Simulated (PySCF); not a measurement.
**Basis-set dependence of population analyses: butanal**

Butanal, C4H8O.
Bonds: C1–C2, C2–C3, C3–C4, C4–O5 (double). Hydrogens: H6, H7, H8 on C1; H9, H10 on C2; H11, H12 on C3; H13 on C4.

PBE0 throughout (PySCF), one geometry, spherical d and f functions. The structure is a single PBE0-D3(BJ)/def2-SVP conformer in the gas phase; no vibrational or solvent corrections. Atoms taken as equivalent share a column and are averaged. The first 7 of 9 kinds of atom are listed.

Mulliken charges (e):

```tsv
basis	functions	C1	C2	C3	C4	O5	H6/H7/H8	H9/H10
STO-3G	33	-0.231	-0.139	-0.166	+0.098	-0.184	+0.077	+0.082
6-31G	61	-0.495	-0.310	-0.410	+0.217	-0.377	+0.165	+0.183
6-31G*	86	-0.529	-0.315	-0.424	+0.236	-0.372	+0.174	+0.186
def2-SVP	110	-0.074	-0.102	-0.111	+0.137	-0.218	+0.042	+0.053
pcSseg-1	125	-0.274	-0.277	-0.310	+0.239	-0.350	+0.115	+0.132
6-311+G(2d,p)	183	-0.661	-0.089	-0.122	+0.084	-0.352	+0.145	+0.149
def2-TZVP	203	-0.355	-0.201	-0.161	+0.085	-0.271	+0.120	+0.114
```

IAO charges (e):

| basis | functions | C1 | C2 | C3 | C4 | O5 | H6/H7/H8 | H9/H10 |
| --- | --- | --- | --- | --- | --- | --- | --- | --- |
| STO-3G | 33 | -0.392 | -0.257 | -0.297 | +0.084 | -0.181 | +0.132 | +0.136 |
| 6-31G | 61 | -0.429 | -0.258 | -0.313 | +0.223 | -0.363 | +0.142 | +0.148 |
| 6-31G* | 86 | -0.409 | -0.245 | -0.305 | +0.267 | -0.383 | +0.136 | +0.141 |
| def2-SVP | 110 | -0.398 | -0.239 | -0.300 | +0.266 | -0.378 | +0.132 | +0.138 |
| pcSseg-1 | 125 | -0.408 | -0.246 | -0.306 | +0.271 | -0.391 | +0.135 | +0.141 |
| 6-311+G(2d,p) | 183 | -0.421 | -0.253 | -0.312 | +0.274 | -0.401 | +0.140 | +0.146 |
| def2-TZVP | 203 | -0.421 | -0.253 | -0.312 | +0.276 | -0.399 | +0.140 | +0.145 |

Hirshfeld charges (e):

```tsv
basis	functions	C1	C2	C3	C4	O5	H6/H7/H8	H9/H10
STO-3G	33	-0.041	-0.008	-0.022	+0.098	-0.140	+0.014	+0.014
6-31G	61	-0.099	-0.051	-0.057	+0.134	-0.225	+0.034	+0.035
6-31G*	86	-0.100	-0.053	-0.057	+0.135	-0.227	+0.034	+0.036
def2-SVP	110	-0.111	-0.063	-0.068	+0.137	-0.215	+0.038	+0.037
pcSseg-1	125	-0.113	-0.067	-0.071	+0.137	-0.220	+0.039	+0.038
6-311+G(2d,p)	183	-0.114	-0.071	-0.076	+0.130	-0.227	+0.040	+0.043
def2-TZVP	203	-0.117	-0.071	-0.076	+0.131	-0.224	+0.041	+0.042
```

ESP-fitted charges (e):

```json
{"basis": "STO-3G", "functions": "33", "C1": "-0.484", "C2": "+0.148", "C3": "-0.172", "C4": "+0.341", "O5": "-0.301", "H6/H7/H8": "+0.124", "H9/H10": "+0.016"}
{"basis": "6-31G", "functions": "61", "C1": "-0.466", "C2": "+0.234", "C3": "-0.236", "C4": "+0.542", "O5": "-0.503", "H6/H7/H8": "+0.115", "H9/H10": "0.000"}
{"basis": "6-31G*", "functions": "86", "C1": "-0.501", "C2": "+0.262", "C3": "-0.182", "C4": "+0.432", "O5": "-0.440", "H6/H7/H8": "+0.121", "H9/H10": "-0.009"}
{"basis": "def2-SVP", "functions": "110", "C1": "-0.442", "C2": "+0.265", "C3": "-0.168", "C4": "+0.449", "O5": "-0.448", "H6/H7/H8": "+0.104", "H9/H10": "-0.017"}
{"basis": "pcSseg-1", "functions": "125", "C1": "-0.490", "C2": "+0.310", "C3": "-0.172", "C4": "+0.467", "O5": "-0.476", "H6/H7/H8": "+0.114", "H9/H10": "-0.025"}
{"basis": "6-311+G(2d,p)", "functions": "183", "C1": "-0.568", "C2": "+0.366", "C3": "-0.198", "C4": "+0.452", "O5": "-0.479", "H6/H7/H8": "+0.132", "H9/H10": "-0.029"}
{"basis": "def2-TZVP", "functions": "203", "C1": "-0.555", "C2": "+0.375", "C3": "-0.212", "C4": "+0.458", "O5": "-0.472", "H6/H7/H8": "+0.128", "H9/H10": "-0.033"}
```

Q: Which scheme is steadiest as the basis changes?

A: Largest range over the bases for any column: Hirshfeld 0.09 e, IAO 0.22 e, ESP-fitted 0.23 e, Mulliken 0.59 e. Hirshfeld charges move least and Mulliken charges most, counted in e. Without the minimal STO-3G basis the ranges are Hirshfeld 0.02, IAO 0.05, ESP-fitted 0.14, Mulliken 0.59 e.

Q: How much do the charges still move between the two largest bases, 6-311+G(2d,p) and def2-TZVP?

A: At most, over all atoms: Mulliken 0.306 e, IAO 0.002 e, Hirshfeld 0.003 e, ESP-fitted 0.014 e.

Q: What do the same runs give for the total energy, the frontier levels and the dipole moment?

A: 
```
        basis  energy (Eh)  HOMO (eV)  LUMO (eV)  μ (D)
       STO-3G    -229.2712      -4.31       2.77   1.62
        6-31G    -232.1104      -7.20      -0.39   2.75
       6-31G*    -232.1773      -7.14      -0.19   2.50
     def2-SVP    -232.0139      -7.29      -0.37   2.51
     pcSseg-1    -232.1567      -7.40      -0.51   2.65
6-311+G(2d,p)    -232.2515      -7.43      -0.66   2.71
    def2-TZVP    -232.2696      -7.40      -0.57   2.63
```

The dipole is fixed by the density alone, so its range of 1.13 D shows that the density itself changes with the basis, not only its division among atoms.
